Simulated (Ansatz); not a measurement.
# Lead, fcc: convergence with cold smearing

Computed with Ansatz, r²SCAN, scalar-relativistic PAW, on the relaxed cell (a = 4.989 Å; spin not included). Errors count from a run at 500 eV on a Γ-centred 18×18×18 mesh with Fermi-Dirac smearing of 0.1 eV, extrapolated to zero width. Fixed here: cutoff 500 eV, mesh 11×11×11. The SCF starts from atomic densities corrected by a trained network.

```json
{"width (eV)": "0.01", "E(σ→0) error (meV/atom)": "-6.0", "F error (meV/atom)": "-6.0", "P (GPa)": "0.00", "SCF iterations": "5"}
{"width (eV)": "0.03", "E(σ→0) error (meV/atom)": "-6.0", "F error (meV/atom)": "-6.0", "P (GPa)": "0.00", "SCF iterations": "5"}
{"width (eV)": "0.1", "E(σ→0) error (meV/atom)": "-6.2", "F error (meV/atom)": "-6.2", "P (GPa)": "-0.06", "SCF iterations": "6"}
{"width (eV)": "0.2", "E(σ→0) error (meV/atom)": "-6.4", "F error (meV/atom)": "-5.7", "P (GPa)": "-0.16", "SCF iterations": "6"}
{"width (eV)": "0.3", "E(σ→0) error (meV/atom)": "-5.8", "F error (meV/atom)": "-4.2", "P (GPa)": "-0.09", "SCF iterations": "6"}
{"width (eV)": "0.6", "E(σ→0) error (meV/atom)": "-2.0", "F error (meV/atom)": "-2.5", "P (GPa)": "0.10", "SCF iterations": "6"}
{"width (eV)": "1.0", "E(σ→0) error (meV/atom)": "-4.8", "F error (meV/atom)": "-3.7", "P (GPa)": "0.08", "SCF iterations": "6"}
```
